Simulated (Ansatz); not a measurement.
Process, species as SMILES: N[CH2] (CH2-NH2) → C atom + 4 H atom + N atom
B3LYP-D3(BJ)/def2-TZVP geometries, fixed; electronic energies without zero-point terms.
Largest species:
```
C
H 1 1.0803
H 1 1.0803 2 118.78
N 1 1.3914 2 116.76 3 148.46
H 4 1.0089 1 115.75 2 172.11
H 4 1.0089 5 111.58 1 135.19
```
Charge 0, spin multiplicity 2.

Basis-set convergence of the atomisation energy at CCSD(T) with Ansatz (an electronic-structure program). Cartesian d functions, on some or all atoms, in 6-31G*, 6-31+G*; all else is spherical. Cores are frozen. Open shells are unrestricted. No added dispersion term, no relativity. Functions are those of the species that has most. Reference: Hartree-Fock in cc-pVQZ plus the correlation part extrapolated as X^-3 from cc-pVTZ and cc-pVQZ, 480.44 kcal/mol, itself unsure by roughly 2.23 kcal/mol (a third of the extrapolation step and of the last Hartree-Fock step). Deviations are taken from unrounded values.

```
basis        functions  atomisation energy (kcal/mol)
-----------  ---------  -----------------------------
6-31G*              38                         423.01
6-31+G*             46                         426.19
cc-pVDZ             48                         436.98
aug-cc-pVDZ         82                         445.74
def2-SVP            48                         452.12
def2-SVPD           72                         459.63
pcseg-1             48                         444.58
aug-pcseg-1         82                         451.39
6-311G**            60                         447.45
6-311+G**           68                         450.09
def2-TZVP           86                         459.41
def2-TZVPD         110                         461.59
cc-pVTZ            116                         466.54
aug-cc-pVTZ        184                         470.43
pcseg-2            116                         470.00
aug-pcseg-2        184                         471.45
def2-TZVPP         118                         467.78
def2-TZVPPD        142                         469.05
def2-QZVPP         234                         475.80
def2-QZVPPD        258                         476.06
```

What the diffuse functions change, pair by pair:
- 6-31G* to 6-31+G*: 8 more functions, deviation -57.43 to -54.26 kcal/mol
- cc-pVDZ to aug-cc-pVDZ: 34 more functions, deviation -43.46 to -34.70 kcal/mol
- def2-SVP to def2-SVPD: 24 more functions, deviation -28.32 to -20.82 kcal/mol
- pcseg-1 to aug-pcseg-1: 34 more functions, deviation -35.86 to -29.05 kcal/mol
- 6-311G** to 6-311+G**: 8 more functions, deviation -32.99 to -30.36 kcal/mol
- def2-TZVP to def2-TZVPD: 24 more functions, deviation -21.04 to -18.85 kcal/mol
- cc-pVTZ to aug-cc-pVTZ: 68 more functions, deviation -13.90 to -10.02 kcal/mol
- pcseg-2 to aug-pcseg-2: 68 more functions, deviation -10.45 to -8.99 kcal/mol
- def2-TZVPP to def2-TZVPPD: 24 more functions, deviation -12.66 to -11.39 kcal/mol
- def2-QZVPP to def2-QZVPPD: 24 more functions, deviation -4.65 to -4.38 kcal/mol

They bring the value nearer the reference by more than 2.23 kcal/mol in 6 of 10 pairs.
